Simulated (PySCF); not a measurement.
Molecule: SMILES N=O, HNO.

Molfile (atoms numbered from 1):
```
HNO
     RDKit          3D

  3  2  0  0  0  0  0  0  0  0999 V2000
   -0.0617    0.4005    0.0434 N   0  0  0  0  0  0  0  0  0  0  0  0
    0.9425   -0.2328   -0.0206 O   0  0  0  0  0  0  0  0  0  0  0  0
   -0.8976   -0.2630   -0.0433 H   0  0  0  0  0  0  0  0  0  0  0  0
  1  2  2  0
  1  3  1  0
M  END
```

Spin–spin couplings on one PBE0-D3(BJ)/def2-SVP geometry, PySCF, gas phase, non-relativistic, equivalent pairs averaged; isotopes ¹⁵N, ¹⁷O, ¹H; basis pcJ-1.

How do the couplings (Hz) change with the functional? Times are CPU seconds on shared hosts with different chips, so compare them loosely.

Results:


| functional | functions | ¹J(N1,O2) | ¹J(N1,H3) | ²J(O2,H3) | core-s |
| --- | --- | --- | --- | --- | --- |
| PBE | 64 | -14.5 | 4.1 | 24.4 | 1.1 |
| KT2 | 64 | 34.9 | 7.6 | 24.0 | 1.1 |
| B3LYP | 64 | 12.8 | -3.9 | 26.2 | 1.6 |
| PBE0 | 64 | -37.9 | -3.7 | 21.7 | 0.85 |
| BHandHLYP | 64 | -26.2 | -16.9 | 22.0 | 0.86 |
| CAM-B3LYP | 64 | -7.5 | -4.9 | 25.3 | 1 | Left out for a near triplet instability: B97-2/pcJ-1, HF/pcJ-1, LDA/pcJ-1, B97-2/pcJ-1, HF/pcJ-1, LDA/pcJ-1.
